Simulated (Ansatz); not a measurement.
# Other spins and charges of Al$_{2}$GaH, singlet at one geometry

Geometry (PBE0/def2-TZVP stationary point for this spin, not checked as a minimum):

```yaml
atoms:
  - { symbol: Al, position_ang: [0.0000, -1.6024, -0.5088] }
  - { symbol: Ga, position_ang: [0.0000, 0.3290, 0.8726] }
  - { symbol: Al, position_ang: [0.0000, 0.6907, -1.6369] }
  - { symbol: H, position_ang: [0.0000, 1.6437, -2.9214] }
```

Basis cc-pVDZ; Ansatz 0.2.0. Only valence electrons are correlated (noble-gas cores and the filled d shells of p-block atoms frozen). R marks a restricted (for open shells ROHF) determinant. No spin–orbit coupling is included, and no scalar relativity.

Gaps are energies of the second state less the first, at fixed atoms, for a selection of the levels run; each method lands on the state that its own search finds for that charge and spin.

Unrestricted Kohn–Sham rows aren't spin-pure: their determinants' ⟨S²⟩ exceeds S(S+1) by up to 0.51, so they mix in states of higher spin. A value is left out where its run failed or describes another state than the reference as far as symmetry and spin tell, or, spin-broken singlets apart, can't be checked.

Removing an electron, to the doublet: 6.621 eV at RCCSDT(Q).

```tsv
level	gap (eV)	error (meV)	⟨S²⟩ where 0.1 over S(S+1) (first / second)
RHF	5.626	-995	– / –
RMP2	6.603	-18	– / –
CISD	6.272	-349	– / –
RCCSD(T)	6.608	-13	– / –
PBE	6.655	34	0.15 / –
r2SCAN	6.725	104	0.51 / –
PBE0	6.618	-3	0.32 / –
wB97M-V	6.511	-110	– / –
B2PLYP	6.488	-133	0.51 / –
RPA-PBE	6.760	139	0.15 / –
```

Triplet less singlet: 0.419 eV at RCCSDT(Q).

| level | gap (eV) | error (meV) | ⟨S²⟩ where 0.1 over S(S+1) (first / second) |
| --- | --- | --- | --- |
| RHF | -0.189 | -608 | – / – |
| RMP2 | 0.432 | 13 | – / – |
| CISD | 0.145 | -274 | – / – |
| RCCSD | 0.300 | -119 | – / – |
| BCCD(T) | 0.413 | -6 | – / – |
| RCCSDT | 0.396 | -23 | – / – |
| r2SCAN | 0.219 | -200 | 0.51 / – |
| B3LYP | 0.263 | -156 | 0.21 / – |
| B2PLYP | 0.283 | -136 | 0.51 / – |
| RPA-PBE | 0.404 | -15 | 0.15 / – |

Wrong sign: RHF.

In so small a basis the reference is far from its limit while semilocal and hybrid functionals are nearer theirs (RPA and double hybrids share much of the reference's basis error), so the functionals' errors here hold much of the reference's basis and frozen-core error, which can add to them or hide them.

Full CI isn't at hand for all of this; RCCSDT(Q) serves as the reference, and is uncertain by about the last step of the cluster series.
